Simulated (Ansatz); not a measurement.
**N₂O (singlet): the correlation ladder, cc-pVDZ**

Aim: climb from Hartree-Fock through coupled cluster and multireference methods for N₂O (singlet) at one geometry and basis, and see what each rung misses.

The runs use Ansatz 0.2.0, Gaussian basis; cc-pVDZ, core rule «outside noble gas», up to 3 orbitals frozen.

Plan: UHF; CCSD(T) on RHF; CCSD(T) on UHF; BCCD(T) on RHF; CISD; CCSDT(Q) on RHF; CCSDT(Q) on UHF; CCSDTQ on RHF; CASSCF and MRCISD+Q, 16 electrons in 12 orbitals; CASSCF and NEVPT2, 16 electrons in 12 orbitals.

10 further runs of the same task are left out: 1 that didn't finish, 9 set aside as unsound or not needed.

### Step 1. What is computed

The geometry is an MP2(full)/6-31G* stationary point (not a proven minimum).

3 atoms, charge 0, spin multiplicity 1.

Atoms are counted from 1 here; the program's logs count them from 0.

Bond lengths: N1–N2 1.171 Å, N2–O3 1.192 Å. Angles: N1–N2–O3 180.0°.

### Step 2. UHF

File in.yaml:

```yaml
crystal:
  periodic: [false, false, false]
  atoms:
    - {symbol: N, position_ang: [0.000000, 0.000000, -1.178102]}
    - {symbol: N, position_ang: [0.000000, 0.000000, -0.006984]}
    - {symbol: O, position_ang: [0.000000, 0.000000, 1.185085]}
basis:
  gaussian: {orbitals: cc-pVDZ}
magnetization: {spin_polarized: true, initial_magnetization: 0}
hamiltonian: {xc: hf}
output: {orbitals: {seedname: orbitals}}
```

On the command line:

```sh
ansatz run in.yaml --threads 1 --pin off --events-out ev --progress --plain --max-ram 3956MiB --backend cpu
```

After this run come: CCSD(T) on RHF; CCSD(T) on UHF; BCCD(T) on RHF; CISD; CCSDT(Q) on RHF; CCSDT(Q) on UHF; CCSDTQ on RHF; CASSCF and MRCISD+Q, 16 electrons in 12 orbitals; CASSCF and NEVPT2, 16 electrons in 12 orbitals.

Before running them: what should the planned runs give, taken together? Wanted: RCCSDTQ below the RHF energy; RMP2 from RCCSDTQ; RCCSD from RCCSDTQ; RCCSD(T) from RCCSDTQ; RCCSDT(Q) from RCCSDTQ; NEVPT2 valence from RCCSDTQ; MRCISD+Q valence from RCCSDTQ; T1 diagnostic; effectively unpaired electrons.

As calculated:

| quantity | value |
| --- | --- |
| RCCSDTQ below the RHF energy | -15.0592 eV |
| RMP2 from RCCSDTQ | +6.40 kcal/mol |
| RCCSD from RCCSDTQ | +18.35 kcal/mol |
| RCCSD(T) from RCCSDTQ | +1.73 kcal/mol |
| RCCSDT(Q) from RCCSDTQ | -0.54 kcal/mol |
| NEVPT2 valence from RCCSDTQ | +31.62 kcal/mol |
| MRCISD+Q valence from RCCSDTQ | +1.18 kcal/mol |
| levels within 1 kcal/mol (43 meV) | RCCSDT(Q) |
| T1 diagnostic | 0.021 |
| effectively unpaired electrons | 0.13 |

What this shows: RCCSD(T) misses by +1.73 kcal/mol, 0.5 % of the correlation energy. One determinant dominates. Of the multireference levels listed MRCISD+Q valence comes nearest in total energy (+1.18 kcal/mol), which doesn't show that its space is the better one. These misses are within one basis, not against nature.
